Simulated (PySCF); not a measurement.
C3H5FO.
Z-matrix (Å and degrees, PBE0-D3(BJ)/def2-SVP geometry), rows numbered from 1:
```
C 
O   1  1.3994
C   2  1.3425  1  117.01
C   3  1.3375  2  127.14  1    -0.37
F   4  1.3372  3  119.78  2   179.56
H   1  1.0971  2  107.25  3  -179.57
H   1  1.1057  2  111.39  3   -60.18
H   1  1.1056  2  111.39  3    61.10
H   3  1.0931  2  112.87  1   179.51
H   4  1.0913  3  126.69  2    -0.13
```

The calculation used EOM-IP-CCSD/aug-cc-pVDZ in PySCF, restricted Hartree–Fock reference, frozen core, non-relativistic, gas phase, PBE0-D3(BJ)/def2-SVP geometry.

The vertical ionisation energies are 8.95, 12.31, 12.53, 13.99, 14.69, 15.93, 16.22, 16.45 eV.

Q: Which Hartree–Fock orbital leads each hole, and what is its Koopmans value −ε?

A: 
```
leading hole (HF orbital)  Koopmans (eV)  EOM-IP-CCSD (eV)  change (eV)  one-hole share
                     HOMO           9.47              8.95        -0.52            0.96
                   HOMO-2          13.85             12.31        -1.54            0.95
                   HOMO-1          13.83             12.53        -1.30            0.95
                   HOMO-3          15.30             13.99        -1.31            0.95
                   HOMO-4          16.55             14.69        -1.86            0.95
                   HOMO-6          18.03             15.93        -2.10            0.94
                   HOMO-5          18.02             16.22        -1.80            0.95
                   HOMO-7          18.82             16.45        -2.37            0.93
```

Q: Does the order of the lines follow the orbital energies?

A: No: the HOMO-2 hole (12.31 eV) falls below the HOMO-1 hole (12.53 eV); the HOMO-6 hole (15.93 eV) falls below the HOMO-5 hole (16.22 eV). The corrections run from -2.37 to -0.52 eV, with a mean of -1.60 eV over the 8 lines; no line lies above its Koopmans value. Koopmans values leave out both the relaxation of the orbitals and the change in correlation energy.

Q: At what kinetic energies would He I light (21.22 eV) eject these electrons?

A: 12.27 eV (HOMO), 8.91 eV (HOMO-2), 8.69 eV (HOMO-1), 7.23 eV (HOMO-3), 6.53 eV (HOMO-4), 5.29 eV (HOMO-6), 5.00 eV (HOMO-5), 4.77 eV (HOMO-7).

One root was sought for each valence orbital with −ε under 21 eV, eight at most, so deeper holes and satellites are missing; no vibrational structure.

One conformer stands for the species.
